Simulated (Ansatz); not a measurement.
# CH₄Si (SMILES C=[SiH2]): a rigid scan of the angle H4–C1–Si2

An exercise on one series of results from a longer session: the logs are not shown, and one member is left open.

The runs use Ansatz 0.2.0, Gaussian basis; single points in def2-TZVPP.

Levels: PBE-D4, r2SCAN-D4, PBE0-D4, B3LYP-D4, wB97M-V, Hartree-Fock, MP2, CCSD, CCSD(T). The scan takes 98.2, 104.2, 110.2, 116.2, 122.2, 128.2, 134.2, 140.2, 146.2°.

Cores are frozen in the correlated methods. B3LYP uses VWN-RPA correlation.

35 further runs of the same task are left out: 35 set aside as unsound or not needed.

### Starting geometry

The minimum, relaxed at PBE0-D4: SMILES `C=[SiH2]`, 6 atoms, charge 0, spin multiplicity 1.

Atoms are counted from 1 here; the program's logs count them from 0.

Bond lengths: C1–Si2 1.699 Å, C1–H3 1.084 Å, C1–H4 1.084 Å, Si2–H5 1.478 Å, Si2–H6 1.478 Å. Angles: Si2–C1–H3 122.1°, Si2–C1–H4 122.2°, H3–C1–H4 115.7°, C1–Si2–H5 122.7°, C1–Si2–H6 122.7°, H5–Si2–H6 114.7°.

As a file:

```
C    -0.71290   -0.52769   -0.25535
Si    0.59911    0.44347    0.21458
H    -1.38476   -0.97784    0.46616
H    -0.93197   -0.73699   -1.29594
H     0.90921    0.73474    1.63024
H     1.52130    1.06429   -0.75970
```

Energies of the minimum (eV), from earlier single points: PBE-D4 -8973.11622, r2SCAN-D4 -8977.28293, PBE0-D4 -8974.00005, B3LYP-D4 -8979.67046, wB97M-V -8977.32652, CCSD(T) -8964.13820.

At the minimum the angle H4–C1–Si2 is 122.2°.

Set-up of the first run:

ccsdt-tzvpp/in.yaml reads:

```yaml
crystal:
  periodic: [false, false, false]
  atoms:
    - {symbol: C, position_ang: [-0.712900, -0.527688, -0.255346]}
    - {symbol: Si, position_ang: [0.599114, 0.443473, 0.214584]}
    - {symbol: H, position_ang: [-1.384763, -0.977839, 0.466164]}
    - {symbol: H, position_ang: [-0.567615, -0.475257, -1.328086]}
    - {symbol: H, position_ang: [0.909212, 0.734745, 1.630241]}
    - {symbol: H, position_ang: [1.521305, 1.064293, -0.759705]}
basis:
  gaussian: {orbitals: def2-TZVPP}
correlation: {method: ccsd_t}
```

The command line of these runs was not kept.

Steps of the session up to this table: H4–C1–Si2 = 98.2°; H4–C1–Si2 = 104.2°; H4–C1–Si2 = 110.2°; H4–C1–Si2 = 116.2°; H4–C1–Si2 = 122.2°; H4–C1–Si2 = 128.2°; H4–C1–Si2 = 134.2°; H4–C1–Si2 = 140.2°; H4–C1–Si2 = 146.2°.

One table of the session follows, with a row left open; its other results are not shown here.

It belongs to the step «The curves». Energies less that of the minimum at the same level (eV):

| angle (°) | PBE-D4 | PBE0-D4 | B3LYP-D4 | wB97M-V | Hartree-Fock |
| --- | --- | --- | --- | --- | --- |
| 98.2 | 0.383 | 0.396 | 0.413 | 0.396 | 0.476 |
| 104.2 | ? | ? | ? | ? | ? |
| 110.2 | 0.096 | 0.098 | 0.104 | 0.098 | 0.120 |
| 116.2 | 0.024 | 0.024 | 0.027 | 0.024 | 0.031 |
| 122.2 (minimum) | 0.000 | 0.000 | 0.000 | 0.000 | 0.000 |
| 122.2 | 0.000 | 0.000 | 0.000 | 0.000 | 0.000 |
| 128.2 | 0.023 | 0.025 | 0.024 | 0.025 | 0.027 |
| 134.2 | 0.094 | 0.100 | 0.098 | 0.099 | 0.112 |
| 140.2 | 0.212 | 0.224 | 0.223 | 0.223 | 0.254 |
| 146.2 | 0.378 | 0.397 | 0.398 | 0.396 | 0.454 |

Q: Estimate the row for angle (°) = 104.2 from the others.

Worked estimate for «PBE-D4». A straight line through the neighbours (98.2, 0.383) and (110.2, 0.096) gives 0.383 + (0.096 − 0.383) × (104.2 − 98.2) / (110.2 − 98.2) = 0.239; a parabola fitted to 3 rows on both sides gives 0.216.

**Answer.** PBE-D4: 0.216; PBE0-D4: 0.222; B3LYP-D4: 0.233; wB97M-V: 0.222; Hartree-Fock: 0.268. In «PBE-D4» the line misses by +0.023 and the parabola by 0.000.

Caveats from the session: A polynomial through the near points puts the CCSD(T) minimum 0.1° below the PBE0-D4 value.
